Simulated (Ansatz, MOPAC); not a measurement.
System: HCl (charge 0, singlet). SMILES: Cl
Geometry: optimised at B3LYP-D3(BJ)/def2-TZVP (Ansatz, a quantum-chemistry and plane-wave program).

Wanted: vertical ionisation energy to the doublet, in eV. Terms: each state is the SCF solution reached for its charge and spin; UHF or UKS for open shells; 6-31G* and kin with 6d, 5d where marked; no spin-orbit coupling; valence correlation only; non-relativistic. Basis-set limits of correlation are two-point, X^-3; Hartree-Fock from the larger set. First-principles rows: single points at B3LYP-D3(BJ) geometries (Ansatz). Semi-empirical rows: differences of heats of formation at the shared geometry for vertical values.

```json
[
 {"species": "charge 1, doublet", "coefficient": "+1", "E at PBE/6-31G* (Ansatz), Eh": "-460.12047", "E at wB97X-V/def2-TZVPD (Ansatz), Eh": "-460.28044", "heat of formation at MNDO (MOPAC), kcal/mol": "286.08"},
 {"species": "charge 0, singlet", "coefficient": "-1", "E at PBE/6-31G* (Ansatz), Eh": "-460.58637", "E at wB97X-V/def2-TZVPD (Ansatz), Eh": "-460.74931", "heat of formation at MNDO (MOPAC), kcal/mol": "-13.43"}
]
```

Coupled cluster (Ansatz) is a level with limits of its own, used here on species with T1 under 0.025 (0.045 for open shells) and stable references: CCSD(T)/CBS(aug-cc-pV(T+d)Z,aug-cc-pV(Q+d)Z). Value to compare with, CCSD(T)/CBS(aug-cc-pV(T+d)Z,aug-cc-pV(Q+d)Z) (Ansatz): 12.84 eV. 1 Eh = 27.2114 eV and 1 eV = 23.0605 kcal/mol.

**Question.** Compute it at each level from the table, and compare with CCSD(T)/CBS(aug-cc-pV(T+d)Z,aug-cc-pV(Q+d)Z) (Ansatz).

**Answer.** 
- PBE/6-31G*: the sum of coefficient times E is 0.46590 Eh, or 12.678 eV. Result: 12.68 eV. Its difference against CCSD(T)/CBS(aug-cc-pV(T+d)Z,aug-cc-pV(Q+d)Z) (Ansatz) is -0.16 eV.
- wB97X-V/def2-TZVPD: the sum of coefficient times E is 0.46887 Eh, or 12.759 eV. Result: 12.76 eV. Its difference against CCSD(T)/CBS(aug-cc-pV(T+d)Z,aug-cc-pV(Q+d)Z) (Ansatz) is -0.08 eV.
- MNDO: the sum of coefficient times heat of formation is 299.51 kcal/mol, or 12.99 eV. Its difference against CCSD(T)/CBS(aug-cc-pV(T+d)Z,aug-cc-pV(Q+d)Z) (Ansatz) is 0.15 eV.
